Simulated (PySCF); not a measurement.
Gas-phase reaction: 3 SiH2Cl → SiHCl2 + Si2H5 + Cl

Energies from PySCF, thermal terms from the rigid-rotor harmonic-oscillator model, ideal gas at 1 bar. † marks an energy on the PBE0/def2-TZVP geometry and frequencies; other levels use their own. 6-31G* has spherical d functions here. Open shells (unrestricted): SiH2Cl (multiplicity 2), SiHCl2 (multiplicity 2), Si2H5 (multiplicity 2), Cl (multiplicity 2). Spin-orbit splitting is ignored; it lowers the true energy and changes the entropy of Cl. SiH2Cl, SiHCl2, Si2H5: computed as isolated molecules; such fragments, hydroxides, amides, oligomers or adducts are transient or little studied in the gas.

HF/6-31G* gives ΔH°(298 K) = 84 kJ.

**Question.** What do BLYP/def2-TZVP†, PBE0/def2-SVP†, M06-2X/def2-TZVP† give?

**Answer.** BLYP/def2-TZVP†: 125 kJ; PBE0/def2-SVP†: 110 kJ; M06-2X/def2-TZVP†: 134 kJ. For scale, ΔH°(298 K) is 84 kJ at this level, 121 kJ at ωB97M-V/def2-TZVP†, and runs from 84 to 155 kJ over the 20 levels computed († marks an energy on the PBE0/def2-TZVP geometry).
